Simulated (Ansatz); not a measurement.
The inner images of a band of CH5Al + H2 (9 atoms, charge 0, multiplicity 1) are given out of order.

Computed with Ansatz, RKS r2SCAN/def2-SVP.

First end point:

```xyz
9
Properties=species:S:1:pos:R:3
Al -0.012 -0.046 0.356
C 0.025 0.275 2.292
H -0.913 -0.001 2.801
H 0.857 -0.235 2.805
H 0.169 1.356 2.476
H 1.348 -0.210 -0.457
H -1.374 0.100 -0.459
H -0.281 -2.241 0.207
H -0.247 -2.142 0.966
```

Last end point:

```xyz
9
Properties=species:S:1:pos:R:3
Al -0.080 -0.576 -0.257
C -0.021 -0.153 2.452
H -0.971 0.037 2.966
H 0.799 -0.274 3.170
H 0.213 0.705 1.804
H 1.353 0.077 -0.477
H -1.391 0.316 -0.374
H -0.214 -2.162 -0.208
H -0.116 -1.113 1.909
```

Put them in order from the first end to the last, with their energies above the first end.
A.
```xyz
9
Properties=species:S:1:pos:R:3
Al -0.045 -0.289 0.085
C -0.027 -0.074 2.216
H -0.989 -0.160 2.742
H 0.774 -0.486 2.848
H 0.192 1.007 2.121
H 1.407 -0.049 -0.490
H -1.445 0.193 -0.466
H -0.183 -1.967 0.542
H -0.113 -1.319 1.388
```
B.
```xyz
9
Properties=species:S:1:pos:R:3
Al -0.068 -0.501 -0.130
C -0.027 -0.146 2.341
H -0.991 -0.133 2.858
H 0.796 -0.444 2.997
H 0.188 0.860 1.949
H 1.389 0.024 -0.482
H -1.419 0.276 -0.438
H -0.202 -2.052 0.242
H -0.093 -1.027 1.649
```
C.
```xyz
9
Properties=species:S:1:pos:R:3
Al -0.075 -0.556 -0.208
C -0.024 -0.147 2.407
H -0.978 -0.066 2.941
H 0.806 -0.363 3.091
H 0.185 0.797 1.883
H 1.369 0.053 -0.479
H -1.391 0.311 -0.421
H -0.217 -2.128 0.010
H -0.103 -1.045 1.761
```
D.
```xyz
9
Properties=species:S:1:pos:R:3
Al -0.023 -0.036 0.306
C 0.012 0.222 2.252
H -0.950 -0.025 2.733
H 0.801 -0.366 2.754
H 0.221 1.280 2.485
H 1.341 -0.159 -0.510
H -1.393 0.108 -0.495
H -0.239 -2.204 0.366
H -0.199 -1.965 1.095
```
E.
```xyz
9
Properties=species:S:1:pos:R:3
Al -0.057 -0.399 -0.018
C -0.030 -0.136 2.258
H -0.993 -0.164 2.779
H 0.785 -0.483 2.899
H 0.188 0.931 2.039
H 1.405 -0.016 -0.484
H -1.443 0.228 -0.451
H -0.187 -1.985 0.423
H -0.097 -1.120 1.539
```
F.
```xyz
9
Properties=species:S:1:pos:R:3
Al -0.035 -0.173 0.189
C -0.014 0.022 2.203
H -0.978 -0.132 2.719
H 0.773 -0.473 2.802
H 0.207 1.098 2.226
H 1.389 -0.088 -0.507
H -1.433 0.167 -0.481
H -0.197 -2.023 0.574
H -0.141 -1.541 1.261
```
G.
```xyz
9
Properties=species:S:1:pos:R:3
Al -0.027 -0.081 0.257
C 0.000 0.127 2.218
H -0.966 -0.088 2.706
H 0.782 -0.439 2.757
H 0.218 1.194 2.378
H 1.361 -0.124 -0.522
H -1.412 0.138 -0.498
H -0.217 -2.124 0.505
H -0.168 -1.747 1.186
```

D (+0.5 kcal/mol), G (+3.7 kcal/mol), F (+12.3 kcal/mol), A (+21.0 kcal/mol), E (+10.0 kcal/mol), B (-1.8 kcal/mol), C (-5.9 kcal/mol).

The run took 2.5 min on 1 thread of Arm Neoverse V1, with other jobs on the host, peak memory 0.12 GiB.
